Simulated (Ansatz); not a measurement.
Input file:

```yaml
crystal:
  periodic: [false, false, false]
  atoms:
    - {symbol: B, position_ang: [0.000000, 0.079752, 0.863775]}
    - {symbol: N, position_ang: [0.000000, -0.117617, -0.587927]}
    - {symbol: H, position_ang: [0.000000, 0.779045, -1.094669]}
basis:
  gaussian: {orbitals: STO-3G}
magnetization: {spin_polarized: false, initial_magnetization: 1}
correlation: {method: ccsd, electrons: all, diis_vectors: 4}
scf: {omitted_lower_state_checks: [cluster_reference]}
output: {forces: true}
```

```sh
$ ansatz run in.yaml --threads 1 --pin off --events-out ev --progress --plain --max-ram 2393MiB
```

Log:

```
these checks for a lower state are left out or cut short: cluster_reference
142 factors; integrals over basis functions are off by at most 6.9e-5 eV
mean field evaluation 1: about -2133.7067 eV, gradient 2.4e1 eV
mean field evaluation 2: about -2133.7354 eV, gradient 2.4e1 eV
mean field evaluation 4: about -2136.1288 eV, gradient 1.4e0 eV
mean field evaluation 8: about -2135.9359 eV, gradient 7.9e0 eV
mean field evaluation 16: about -2136.4607 eV, gradient 1.2e-2 eV
mean field evaluation 32: about -2135.9887 eV, gradient 1.0e-1 eV
mean field evaluation 64: about -2130.2815 eV, gradient 2.4e-2 eV
mean field evaluation 96: about -2136.3382 eV, gradient 3.0e0 eV
mean field -2136.50795212 eV, -78.5152190631 hartree, gradient 3.1e-6 eV, S^2 0.750000; 12 other end points of the search recorded, 0 dependent functions left out
reference -2136.50795212 eV, -78.5152190631 hartree; 7, 6 occupied and 4, 5 virtual orbitals, 142 factors
second order -1.65196906 eV of doubles, -0.02691692 eV of singles
cycle   1  -2.11458961 eV  change   -4.3e-1 eV  update   8.4e-2
cycle   2  -2.44975061 eV  change   -3.4e-1 eV  update   4.0e-2
...
cycle  17  -2.54149261 eV  change   -2.3e-6 eV  update   5.4e-6
cycle  18  -2.54149264 eV  change   -2.8e-8 eV  update   3.7e-6
cycle  19  -2.54149148 eV  change    1.2e-6 eV  update   2.4e-6
cycle  20  -2.54149088 eV  change    6.0e-7 eV  update   1.5e-6
cycle  21  -2.54149093 eV  change   -4.3e-8 eV  update   1.1e-6
cycle  22  -2.54149104 eV  change   -1.1e-7 eV  update   9.2e-7
cycle  23  -2.54149086 eV  change    1.7e-7 eV  update   6.9e-7
cycle  24  -2.54149074 eV  change    1.2e-7 eV  update   4.3e-7
cycle  25  -2.54149074 eV  change    5.8e-9 eV  update   2.8e-7
cycle  26  -2.54149071 eV  change    3.2e-8 eV  update   1.8e-7
the calculation of the forces begins
Total energy: -2139.04944282 eV, -78.6086171239 hartree
Atom 0 at     0.000000     0.079752     0.863775 Å, force     0.000000    -0.025123     0.756575 eV/Å
Atom 1 at     0.000000    -0.117617    -0.587927 Å, force    -0.000000    -1.948947     0.566154 eV/Å
Atom 2 at     0.000000     0.779045    -1.094669 Å, force     0.000000     1.974069    -1.322729 eV/Å
Dipole moment:    -0.000000     0.254180    -0.236990 e Å
Checks for a lower state left out: cluster_reference
```

Forces (eV/Å):
```
B    0.000 -0.025  0.757
N    0.000 -1.949  0.566
H    0.000  1.974 -1.323
```

Ran on 1 thread of Intel Xeon 6975P-C, shared host: 0.21 s wall, 0.14 GiB peak host memory.
